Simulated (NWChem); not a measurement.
The numbers come from NWChem runs, not from measurements. System: sulfur dioxide (O2S), charge 0, spin multiplicity 1, at a geometry optimised with PBE0/def2-SVP. Level: HF/6-31G* (spherical d).

Input file:

```
start mol
memory heap 200 mb stack 900 mb global 1100 mb
geometry units angstroms nocenter noautoz
  O      1.250381     0.000000    -0.371341
  S      0.000000     0.000000     0.371341
  O     -1.250381     0.000000    -0.371341
  symmetry group C2v
end
basis spherical
  * library 6-31g*
end
dft
  xc hfexch
  semidirect memsize 60000000 filesize 0
  iterations 100
end
property
  dipole
  response 1 0.0
end
task dft property
```

Part of the output:

```
             Northwest Computational Chemistry Package (NWChem) 7.3.0
             --------------------------------------------------------

                                NWChem Input Module
                                -------------------

 Scaling coordinates for geometry "geometry" by  1.889725989
 (inverse scale =  0.529177249)

 Turning off AUTOSYM since
 SYMMETRY directive was detected!

                             Geometry "geometry" -> ""
                             -------------------------

 Output coordinates in angstroms (scale by  1.889725989 to convert to a.u.)

  No.       Tag          Charge          X              Y              Z
 ---- ---------------- ---------- -------------- -------------- --------------
    1 O                    8.0000     1.25038100     0.00000000    -0.37134100
    2 S                   16.0000     0.00000000     0.00000000     0.37134100
    3 O                    8.0000    -1.25038100     0.00000000    -0.37134100

 Effective nuclear repulsion energy (a.u.)     106.6928283177

            Nuclear Dipole moment (a.u.)
            ----------------------------
        X                 Y               Z
 ---------------- ---------------- ----------------
     0.0000000000     0.0000000000     0.0000000000

      Symmetry information
      --------------------

 Group name             C2v
 Group number             16
 Group order               4
 No. of unique centers     2

      Symmetry unique atoms

     1    2


 Summary of "ao basis" -> "" (spherical)
 ------------------------------------------------------------------------------
       Tag                 Description            Shells   Functions and Types
 ---------------- ------------------------------  ------  ---------------------
 *                           6-31g*                   on all atoms

  xc_inp: hfexch multiplicative factor not found.
                              NWChem Property Module
                              ----------------------

                                 NWChem DFT Module
                                 -----------------

 Summary of "ao basis" -> "ao basis" (spherical)
 ------------------------------------------------------------------------------
       Tag                 Description            Shells   Functions and Types
 ---------------- ------------------------------  ------  ---------------------
 O                           6-31g*                  6       14   3s2p1d
 S                           6-31g*                  8       18   4s3p1d

 Summary of "ao basis" -> "ao basis" (spherical)
 ------------------------------------------------------------------------------
       Tag                 Description            Shells   Functions and Types
 ---------------- ------------------------------  ------  ---------------------
 O                           6-31g*                  6       14   3s2p1d
 S                           6-31g*                  8       18   4s3p1d

            General Information
            -------------------
          SCF calculation type: DFT
          Wavefunction type:  closed shell.
          No. of atoms     :     3
          No. of electrons :    32
           Alpha electrons :    16
            Beta electrons :    16
          Charge           :     0
          Spin multiplicity:     1
          Use of symmetry is: off; symmetry adaption is: off
          Maximum number of iterations: 100
          AO basis - number of functions:    46
                     number of shells:    20
          Convergence on energy requested:  1.00D-06
          Convergence on density requested:  1.00D-05
          Convergence on gradient requested:  5.00D-04

              XC Information
              --------------
                     Hartree-Fock (Exact) Exchange  1.000

          Convergence Information
          -----------------------
          Convergence aids based upon iterative change in
          total energy or number of iterations.
          Levelshifting, if invoked, occurs when the
          HOMO/LUMO gap drops below (HL_TOL):  1.00D-02
          DIIS, if invoked, will attempt to extrapolate
          using up to (NFOCK): 10 stored Fock matrices.

                    Damping( 0%)  Levelshifting(0.5)       DIIS
                  --------------- ------------------- ---------------
          dE  on:    start            ASAP                start
          dE off:    2 iters        100 iters           100 iters

      Screening Tolerance Information
      -------------------------------
          Density screening/tol_rho:  1.00D-10
          AO Gaussian exp screening on grid/accAOfunc:  14
          CD Gaussian exp screening on grid/accCDfunc:  20
          XC Gaussian exp screening on grid/accXCfunc:  20
          Schwarz screening/accCoul:  1.00D-08

      Superposition of Atomic Density Guess
      -------------------------------------

 Sum of atomic energies:        -546.96438542

      Non-variational initial energy
      ------------------------------

 Total energy =    -547.783285
 1-e energy   =    -967.978817
 2-e energy   =     313.502704
 HOMO         =      -0.331154
 LUMO         =      -0.110627

------------------------------------------------------------
EAF file 0: "./mol.aoints.0" size=524288 bytes
------------------------------------------------------------
               write      read    awrite     aread      wait
               -----      ----    ------     -----      ----
     calls:        1         0         0         0         0
   data(b): 5.24e+05  0.00e+00  0.00e+00  0.00e+00
   time(s): 0.00e+00  0.00e+00  0.00e+00  0.00e+00  0.00e+00
rate(mb/s): 0.00e+00  0.00e+00
------------------------------------------------------------

   convergence    iter        energy       DeltaE   RMS-Dens  Diis-err    time
 ---------------- ----- ----------------- --------- --------- ---------  ------
 d= 0,ls=0.0,diis     1   -547.0556972308 -6.54D+02  1.96D-02  9.55D-01     0.6
 d= 0,ls=0.0,diis     2   -547.1113524561 -5.57D-02  8.52D-03  5.01D-01     0.6
 d= 0,ls=0.0,diis     3   -547.1608620339 -4.95D-02  1.16D-03  5.57D-03     0.6
 d= 0,ls=0.0,diis     4   -547.1615997918 -7.38D-04  5.04D-04  3.13D-04     0.6
 d= 0,ls=0.0,diis     5   -547.1616828422 -8.31D-05  1.46D-04  1.55D-05     0.6
  Resetting Diis
 d= 0,ls=0.0,diis     6   -547.1616897397 -6.90D-06  4.75D-05  1.45D-06     0.7
 d= 0,ls=0.0,diis     7   -547.1616903546 -6.15D-07  7.12D-06  1.02D-07     0.7

         Total DFT energy =     -547.161690354562
      One electron energy =     -966.690041750149
           Coulomb energy =      354.304438380078
    Exchange-Corr. energy =      -41.468915302191
 Nuclear repulsion energy =      106.692828317700

 Numeric. integr. density =        0.000000000000

     Total iterative time =      0.3s

                       DFT Final Molecular Orbital Analysis
                       ------------------------------------

 Vector   14  Occ=2.000000D+00  E=-5.315873D-01
              MO Center= -2.3D-05, -1.4D-12, -2.8D-01, r^2= 2.2D+00
   Bfn.  Coefficient  Atom+Function         Bfn.  Coefficient  Atom+Function
  ----- ------------  ---------------      ----- ------------  ---------------
     3      0.339333  1 O  px                35      0.339455  3 O  px
     5      0.306221  1 O  pz                37     -0.306033  3 O  pz
     7      0.245224  1 O  px                39      0.245305  3 O  px
     9      0.233995  1 O  pz                41     -0.233849  3 O  pz
    25      0.104264  2 S  px                31     -0.103591  2 S  d  1

 Vector   15  Occ=2.000000D+00  E=-5.057062D-01
              MO Center= -2.5D-04,  1.4D-12, -3.1D-01, r^2= 2.1D+00
   Bfn.  Coefficient  Atom+Function         Bfn.  Coefficient  Atom+Function
  ----- ------------  ---------------      ----- ------------  ---------------
     4      0.426368  1 O  py                36     -0.426438  3 O  py
     8      0.360924  1 O  py                40     -0.360982  3 O  py
    28      0.129490  2 S  d -2              10     -0.031801  1 O  d -2
    42     -0.031809  3 O  d -2

 Vector   16  Occ=2.000000D+00  E=-4.902070D-01
              MO Center= -4.2D-04, -7.0D-16,  7.7D-02, r^2= 2.1D+00
   Bfn.  Coefficient  Atom+Function         Bfn.  Coefficient  Atom+Function
  ----- ------------  ---------------      ----- ------------  ---------------
    24      0.430243  2 S  s                  5     -0.377858  1 O  pz
    23      0.378830  2 S  pz                37     -0.378090  3 O  pz
     9     -0.306342  1 O  pz                41     -0.306521  3 O  pz
    20      0.218419  2 S  s                 19     -0.137880  2 S  pz
    32     -0.115061  2 S  d  2              16     -0.103993  2 S  s

 Vector   17  Occ=0.000000D+00  E= 1.071589D-02
              MO Center= -2.2D-05,  7.7D-16,  1.9D-01, r^2= 2.1D+00
   Bfn.  Coefficient  Atom+Function         Bfn.  Coefficient  Atom+Function
  ----- ------------  ---------------      ----- ------------  ---------------
    22      0.572962  2 S  py                26      0.525606  2 S  py
     8     -0.374534  1 O  py                40     -0.374562  3 O  py
     4     -0.316382  1 O  py                36     -0.316387  3 O  py
    18     -0.202984  2 S  py                29      0.071609  2 S  d -1

 Vector   18  Occ=0.000000D+00  E= 2.144668D-01
              MO Center=  2.7D-04, -4.3D-16,  6.9D-01, r^2= 3.0D+00
   Bfn.  Coefficient  Atom+Function         Bfn.  Coefficient  Atom+Function
  ----- ------------  ---------------      ----- ------------  ---------------
    25      1.463798  2 S  px                 6     -0.782242  1 O  s
    38      0.780541  3 O  s                  9     -0.322101  1 O  pz
    41      0.322220  3 O  pz                21      0.320609  2 S  px
     5     -0.196389  1 O  pz                37      0.196476  3 O  pz
    31     -0.146005  2 S  d  1               7      0.110792  1 O  px

 Vector   19  Occ=0.000000D+00  E= 2.164282D-01
              MO Center= -2.6D-04, -4.0D-15, -1.2D-01, r^2= 2.6D+00
   Bfn.  Coefficient  Atom+Function         Bfn.  Coefficient  Atom+Function
  ----- ------------  ---------------      ----- ------------  ---------------
    24      1.318028  2 S  s                 27     -1.123452  2 S  pz
     6     -0.776192  1 O  s                 38     -0.777929  3 O  s
     7      0.466463  1 O  px                39     -0.466714  3 O  px
    23     -0.323027  2 S  pz                 3      0.227875  1 O  px
    35     -0.227919  3 O  px                32     -0.150915  2 S  d  2

 center of mass
 --------------
 x =   0.00000000 y =   0.00000000 z =  -0.00019474

 moments of inertia (a.u.)
 ------------------
          31.496676617860           0.000000000000           0.000000000000
           0.000000000000         210.101917968322           0.000000000000
           0.000000000000           0.000000000000         178.605241350462

     Multipole analysis of the density
     ---------------------------------

     L   x y z        total         alpha         beta         nuclear
     -   - - -        -----         -----         ----         -------
     0   0 0 0     -0.000000    -16.000000    -16.000000     32.000000

     1   1 0 0     -0.000230     -0.000115     -0.000115      0.000000
     1   0 1 0     -0.000000     -0.000000     -0.000000      0.000000
     1   0 0 1      0.929426      0.464713      0.464713      0.000000

     2   2 0 0    -20.957750    -55.144394    -55.144394     89.331039
     2   1 1 0      0.000000      0.000000      0.000000      0.000000
     2   1 0 1      0.000173      0.000087      0.000087      0.000000
     2   0 2 0    -15.198563     -7.599282     -7.599282      0.000000
     2   0 1 1      0.000000      0.000000      0.000000      0.000000
     2   0 0 2    -16.815482    -16.286602    -16.286602     15.757723

 *** CALLING NEW AORESP DRIVER FOR CLOSED AND OPEN SHELLS ***
 Entering AOResponse driver routine

--------------------------------------------------------------------------------

          ****************
          *** RESPONSE ***
          ****************

 Response module for NWChem and dynamic CPKS solver

          -----------------------------------------------
          Solving response equations for perturbing field
          -----------------------------------------------

 number of frequencies:     1
 frequency in a.u.:  0.0000000E+00
 Perturbing field: electric
 Using El. Dipole Length Gauge

 Setting up CPKS with frequency omega =      0.00000000 a.u.

 STATIC response

                                NWChem CPHF Module
                                ------------------

  scftype          =     RHF
  nclosed          =       16
  nopen            =        0
  variables        =      480
  # of vectors     =        3
  tolerance        = 0.10D-03
  level shift      = 0.00D+00
  max iterations   =       50
  max subspace     =       30

 SCF residual:    3.2274227720448023E-004

Iterative solution of linear equations
  No. of variables      480
  No. of equations        3
  Maximum subspace       30
        Iterations       50
       Convergence  1.0D-04

   iter   nsub   residual    time
   ----  ------  --------  ---------
     1      3    2.59D+00       1.4
     2      6    1.81D+00       1.8
     3      9    2.18D-01       2.4
     4     12    9.34D-02       2.9
     5     15    1.63D-02       3.5
     6     18    2.75D-03       4.0
     7     21    6.92D-04       4.4
     8     24    2.02D-04       4.8
     9     27    3.85D-05       5.2

 Electric Dipole Response Matrix (nonzero elements):

              1        2        3
    1   28.5603   0.0000  -0.0000
    2    0.0000  12.7076   0.0000
    3   -0.0000  -0.0000  14.7294

 ------------------------------------------
 average:        18.66574 + I       0.00000

 DFT Linear Response polarizability / au
 Frequency  =       0.0000000 / au
 Wavelength = -999999.0000000 / nm
              X              Y              Z
 -----------------------------------------------
 X      28.5602927      0.0000000     -0.0000363
 Y       0.0000000     12.7075612      0.0000000
 Z      -0.0000364     -0.0000000     14.7293800
 -----------------------------------------------
 Eigenvalues =      28.5602927     12.7075612     14.7293800
 Isotropic   =      18.6657446
 Anisotropic =      14.9447482
 -----------------------------------------------

 Magnetic Dipole Response Matrix (nonzero elements):
 Optical rotation tensor Beta

 *** static G'=0. Use GPRIME input with finite omega
 *** or better ORBETA without GPRIME for small or zero freq.

 zero matrix

 ------------------------------------------
 average:         0.00000 + I       0.00000

 Exiting AOResponse driver routine

          -------------
          Dipole Moment
          -------------

 Center of charge (in au) is the expansion point
         X =       0.0000000 Y =       0.0000000 Z =       0.0000000

   Dipole moment        0.9294261199 A.U.
             DMX       -0.0002296240 DMXEFC        0.0000000000
             DMY       -0.0000000000 DMYEFC        0.0000000000
             DMZ        0.9294260915 DMZEFC        0.0000000000
   -EFC- dipole         0.0000000000 A.U.
   Total dipole         0.9294261199 A.U.

   Dipole moment        2.3623834135 Debye(s)
             DMX       -0.0005836503 DMXEFC        0.0000000000
             DMY       -0.0000000000 DMYEFC        0.0000000000
             DMZ        2.3623833415 DMZEFC        0.0000000000
   -EFC- dipole         0.0000000000 DEBYE(S)
   Total dipole         2.3623834135 DEBYE(S)

 1 a.u. = 2.541766 Debyes

 Task  times  cpu:        5.2s     wall:        5.2s

 Total times  cpu:        5.2s     wall:        5.2s
```
